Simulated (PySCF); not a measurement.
**A series of derivatives of Fc1ccccc1**

Parent skeleton `[F:1][c:2]1[cH:3][cH:4][cH:5][cH:6][cH:7]1`; one hydrogen on atom 4 is replaced by X. Hydrogens on one atom are averaged.

All values are calculated (PySCF 2.14.0 with density-fitted response routines): GIAO PBE0/pcSseg-1 shieldings, structure optimised with PBE0-D3(BJ)/def2-SVP. In vacuum, one conformer, relativity neglected, equivalent nuclei averaged.

References, each an isolated molecule treated in the same way: 19F vs CFCl3; 13C, 1H vs TMS.

Parent (X = H): F1 -109.6, C2 170.7, C3 120.8, C4 135.7, C5 128.7, C6 135.7, C7 120.8, H(C3) 7.15, H(C5) 7.22 ppm. Effects are Δδ = δ(X) − δ(H), positive for deshielding.

Question: Give Δδ (ppm) for X = cPr, NMe2, CH2SiH3, C2H5.

Answer: 
```
      X              SMILES    F1    C2     C3     C4     C5    C6     C7  H(C3)  H(C5)
    cPr    Fc1cccc(C2CC2)c1  -2.4  +0.6   -9.1  +18.0   -0.1  -0.8   -3.4  -0.87  -0.06
   NMe2    CN(C)c1cccc(F)c1  -2.1  +1.1  -20.0  +17.2  -19.8  +0.0  -13.9  -1.05  -1.06
CH2SiH3  Fc1cccc(C[SiH3])c1  -1.2  +0.0   -1.0  +12.3   -0.9  +0.1   -3.7  -0.23  -0.26
   C2H5       CCc1cccc(F)c1  -2.0  -0.1   -0.2  +17.6   -0.2  -0.2   -3.0  -0.18  -0.17
```

Question: Which position responds most, and to which substituents?

Answer: C3: from -20.0 ppm with NMe2 to -0.2 ppm with C2H5.

Unscaled 19F shifts against computed CFCl3 carry errors that often reach 10 to 50 ppm.
